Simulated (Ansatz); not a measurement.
Program: Ansatz. Geometries: PBE0-D4/def2-TZVP. ΔE: electronic, gas phase. CCSD(T)/CBS is the MP2 limit (def2-TZVPP, def2-QZVPP) plus CCSD(T) − MP2 in def2-TZVPP, frozen cores. This one scheme is used for every species, atoms too. Functionals use def2-TZVPP. No spin–orbit coupling; open shells (•) take unrestricted orbitals. Spin–orbit coupling would lower the free atoms: a little for C, F. Each species was taken in one conformer, which may not be the lowest.

Consider the atomization: `C=C/C=C\F` → 4 C• + F• + 5 H•.

| level | ΔE (eV) |
| --- | --- |
| PBE-D4 | 45.80 |
| PBE0-D4 | 44.75 |
| ωB97X-V | 44.20 |
| SCS-MP2/def2-QZVPP | 44.32 |

Problem. What does CCSD(T)/CBS give? (Estimate.)

Solution. The calculation gave: +44.18 eV. The listed levels differ from it by 1.62, 0.57, 0.02, 0.14 eV.

Largest T1 diagnostic among the species: 0.012.

The D4 term adds +0.26 eV with B3LYP and +0.14 eV with PBE0; it sums over pairs of atoms, weighted by their polarisabilities, and B3LYP, whose exchange is more repulsive, gets the larger term. From PBE to PBE0 (25 % exact exchange), in def2-TZVPP and without D4, ΔE moves by −1.02 eV: exact exchange takes away binding that semilocal exchange gives to molecules.

B3LYP here is the variant with VWN-RPA as its local correlation; programs differ in this.

For atomizations the MP2-based limit and the directly extrapolated one differ by several kJ/mol either way, and by 10 to 25 for some Ge, Se and Sn compounds, so smaller differences from it don't rank the levels.
